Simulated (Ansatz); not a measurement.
Steps of a relaxation of `O=S` (triplet) with UKS PBE0-D4/def2-TZVP.

```sh
$ ansatz run in.yaml --threads 2 --pin off --events-out ev --progress --plain --max-ram 32768MiB --backend cpu
```

```yaml
crystal:
  periodic: [false, false, false]
  atoms:
    - {symbol: O, position_ang: [-0.000000, 0.000000, -0.023943]}
    - {symbol: S, position_ang: [0.000000, -0.000000, 1.505030]}
basis:
  gaussian: {orbitals: def2-TZVP}
magnetization: {spin_polarized: true, initial_magnetization: 2}
hamiltonian: {xc: pbe0, dispersion: d4}
relax: {f_tol: 0.005, max_steps: 150}
```

Positions (Å) and forces (eV/Å) along the path, 6 of 6 steps:

```xyz
2
step=1 energy=-12876.2018 eV
O     0.000    0.000   -0.024    0.000    0.000    2.424
S     0.000    0.000    1.505    0.000    0.000   -2.424
2
step=2 energy=-12876.2452 eV
O     0.000    0.000   -0.013    0.000    0.000    1.408
S     0.000    0.000    1.494    0.000    0.000   -1.408
2
step=3 energy=-12876.2644 eV
O     0.000    0.000    0.002    0.000    0.000   -0.187
S     0.000    0.000    1.479    0.000    0.000    0.187
2
step=4 energy=-12876.2647 eV
O     0.000    0.000    0.000    0.000    0.000    0.049
S     0.000    0.000    1.481    0.000    0.000   -0.049
2
step=5 energy=-12876.2647 eV
O     0.000    0.000    0.001    0.000    0.000   -0.006
S     0.000    0.000    1.480    0.000    0.000    0.006
2
step=6 energy=-12876.2647 eV
O     0.000    0.000    0.001    0.000    0.000    0.000
S     0.000    0.000    1.480    0.000    0.000    0.000
```

Hardware: 2 threads of an AMD EPYC 7R13 on a shared host. Wall time 6.5 s, peak host memory 0.17 GiB.
